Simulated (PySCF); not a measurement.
# AlO⁺, triplet: vertical spin and charge gaps

Geometry (PBE0/def2-TZVP stationary point for this spin):

```json
{"atom": "Al", "x (Å)": "0.0000", "y (Å)": "0.0000", "z (Å)": "0.0000"}
{"atom": "O", "x (Å)": "0.0000", "y (Å)": "0.0000", "z (Å)": "1.7329"}
```

Basis cc-pVDZ; PySCF 2.14.0. Correlated methods freeze the noble-gas cores. R marks a restricted (for open shells ROHF) determinant, U an unrestricted one.

Gaps are energies of the second state less the first, at fixed atoms, for a selection of the levels run; mean-field and cluster levels share one orbital occupation for each state, and full CI takes the lowest of the symmetries tried.

Q: PBE gives 6.131 eV for quintet less triplet. Estimate what RCCSDT gives in cc-pVDZ.

A: RCCSDT in cc-pVDZ gives 5.522 eV, so against it PBE is off by 0.609 eV, of which a good part can be the reference's own basis and frozen-core error.

```
   level  gap (eV)  error (meV)
     RHF     4.050        -1472
     UHF     4.041        -1481
    RMP2     5.516           -6
    UMP2     5.517           -5
   UCCSD     5.419         -103
UCCSD(T)     5.507          -15
  UCCSDT     5.521           -1
  r2SCAN     5.853          331
    PBE0     5.750          228
 wB97M-V     6.203          681
```

In so small a basis the reference is far from its limit while semilocal and hybrid functionals are nearer theirs, so the functionals' errors here hold much of the reference's basis and frozen-core error, which can add to them or hide them.

Full CI isn't at hand for all of this; RCCSDT serves as the reference. It lacks quadruple excitations. The frozen core follows each run's orbitals, which can shift R against U totals by a few meV.
